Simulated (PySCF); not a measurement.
Compound: hydrogen boron sulfide, BHS.
SMILES with atom numbers: `[BH:1]=[S:2]` (hydrogens: H3 on B1)

Level: PBE0/pcSseg-1 and CAM-B3LYP/def2-SVPD in PySCF, non-relativistic, on one gas-phase PBE0-D3(BJ)/def2-SVP geometry that isn't relaxed in the solvent. The solvent is an IEF-PCM continuum (cavity from Bondi-type radii × 1.2). The model holds no explicit solvent molecules, cavitation or dispersion.

Gas phase at PBE0/pcSseg-1: HOMO -8.60 eV, LUMO -1.20 eV, dipole 1.61 D.

Q: What does the continuum do to the energy, the frontier levels and the dipole at PBE0/pcSseg-1 in benzene and dimethylsulfoxide?

A: 
```json
{"solvent": "benzene", "ε": "2.271", "E(solvent) − E(gas) (kcal/mol)": "-0.56", "polarisation term (kcal/mol)": "-0.64", "distortion of the solute (kcal/mol)": "0.08", "HOMO (eV)": "-8.61", "LUMO (eV)": "-1.15", "dipole (D)": "1.86"}
{"solvent": "dimethylsulfoxide", "ε": "46.83", "E(solvent) − E(gas) (kcal/mol)": "-1.30", "polarisation term (kcal/mol)": "-1.69", "distortion of the solute (kcal/mol)": "0.39", "HOMO (eV)": "-8.64", "LUMO (eV)": "-1.11", "dipole (D)": "2.18"}
```

Polarisation term: ½ Σ q·V over the induced surface charges. Distortion: the rise of the solute's own energy as its density leaves the gas-phase optimum. From benzene to dimethylsulfoxide the lowering changes by a factor 2.32, Onsager's factor (ε − 1)/(2ε + 1) by 2.11 and ε itself by 20.6.

Q: Which radius a makes the point-dipole formula ΔE = −[(ε − 1)/(2ε + 1)]·μ²/a³ give the value in dimethylsulfoxide, with the gas-phase dipole?

A: μ = 0.633 au and |ΔE| = 0.00208 Eh give a = 2.40 Å; the farthest nucleus lies 1.47 Å from the centroid of the nuclei. The formula assumes a rigid point dipole at the centre of a sphere.

Q: Which Hirshfeld charges (PBE0/pcSseg-1) respond most in benzene (means over atoms taken as equivalent)?

A: 
```
atoms              environment  gas (e)  solvent (e)  change
   S2       sulfur bonded to B   -0.135       -0.152  -0.017
   B1  boron bonded to S and H   +0.136       +0.145  +0.009
   H3             B–H hydrogen    0.000       +0.006  +0.006
```

Gas phase at CAM-B3LYP/def2-SVPD: HOMO -9.85 eV, LUMO -0.15 eV, dipole 1.55 D.

Q: What does the continuum do to the energy, the frontier levels and the dipole at CAM-B3LYP/def2-SVPD in benzene and dimethylsulfoxide?

A: 
```
          solvent      ε  E(solvent) − E(gas) (kcal/mol)  polarisation term (kcal/mol)  distortion of the solute (kcal/mol)  HOMO (eV)  LUMO (eV)  dipole (D)
          benzene  2.271                           -0.59                         -0.66                                 0.07      -9.85      -0.10        1.78
dimethylsulfoxide  46.83                           -1.37                         -1.73                                 0.36      -9.90      -0.06        2.09
```

Q: How does the static polarisability (CAM-B3LYP/def2-SVPD, frozen core, with the continuum's full static response) change?

A: 
```
           medium  isotropic (au)  principal values (au)  ⟨r²⟩ of the electrons (bohr²)
              gas            34.3       28.9, 28.9, 45.1                           96.9
          benzene            38.8       32.4, 32.5, 51.5                           96.7
dimethylsulfoxide            45.3       38.1, 38.1, 59.8                           96.5
```

The isotropic value in dimethylsulfoxide is 1.32 times the gas-phase one; no cavity-field correction is applied. ⟨r²⟩ is taken about the centre of nuclear charge.
